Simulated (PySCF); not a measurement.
difluoromethane (CH₂F₂), SMILES FCF.

The structure is a stationary point at ωB97X-D3(BJ)/def2-TZVP.

Two levels are set side by side: TDA-PBE/def2-SVPD (PySCF) and TDA-M06-2X/def2-SVPD (PySCF). Vertical, same geometry. The lowest singlet is HOMO→LUMO 100 % with PBE and HOMO→LUMO 95 % with the other functional; states are paired by order. Differences are taken from unrounded values.

```tsv
quantity	TDA-M06-2X
lowest singlet excitation (eV)	9.73
lowest triplet excitation (TDA) (eV)	9.55
first bright state (f over 0.05) (eV)	11.51
its oscillator strength	0.08
```

Q: What does TDA-PBE give, and how far is it from TDA-M06-2X? (Estimate from the structure and the level; the computed values follow.)

A: 
```json
[
 {"quantity": "lowest singlet excitation (eV)", "TDA-PBE": "8.43", "TDA-PBE minus TDA-M06-2X": "-1.30"},
 {"quantity": "lowest triplet excitation (TDA) (eV)", "TDA-PBE": "8.16", "TDA-PBE minus TDA-M06-2X": "-1.39"},
 {"quantity": "first bright state (f over 0.05) (eV)", "TDA-PBE": "9.95", "TDA-PBE minus TDA-M06-2X": "-1.56"},
 {"quantity": "its oscillator strength", "TDA-PBE": "0.06", "TDA-PBE minus TDA-M06-2X": "-0.02"}
]
```

Functionals without exact exchange tend to place singlet excitations lower, as here. Differences between two approximate levels are no errors against the true value.

Rough cost on one machine, each run with all the roots and properties that it gave: TDA-M06-2X against TDA-PBE about 9 times.
